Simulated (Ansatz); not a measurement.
System: SiH2, charge 0, singlet. SiH2 (SMILES [SiH2]).
B3LYP-D3(BJ)/def2-TZVP minimum from Ansatz (an electronic-structure program):
```xyz
3

Si     0.0052     0.0009     0.1327
H     -0.0342     1.0849    -0.9366
H     -0.0389    -1.0973    -0.9218
```

Hartree-Fock and CCSD correlation energies in hartree (Ansatz). Open shells are spin-unrestricted; no spin-orbit coupling. Correlated methods leave the cores frozen. No relativity. The restricted determinant of H2Si ([SiH2], singlet) is unstable towards broken spin symmetry in at least one set run.

```csv
basis,X,E(HF),"E(corr, CCSD)"
cc-pV(T+d)Z,3,-290.03171,-0.13684
cc-pV(Q+d)Z,4,-290.03456,-0.14217
cc-pV(5+d)Z,5,-290.03513,withheld
```

**Question.** Fit E(corr) = E∞ + A/X³ to X = 3 and 4, predict X = 5, and compare with the run.

**Answer.** A = (-0.13684 - (-0.14217))/(1/27 - 1/64) = 0.2489; E∞ = -0.14217 - A/64 = -0.14606; at X = 5, E∞ + A/125 = -0.14407. The run gave -0.14378, 0.29 mEh above the prediction. The same form on X = 4 and 5 gives E∞ = -0.14547, 0.59 mEh above the first estimate.
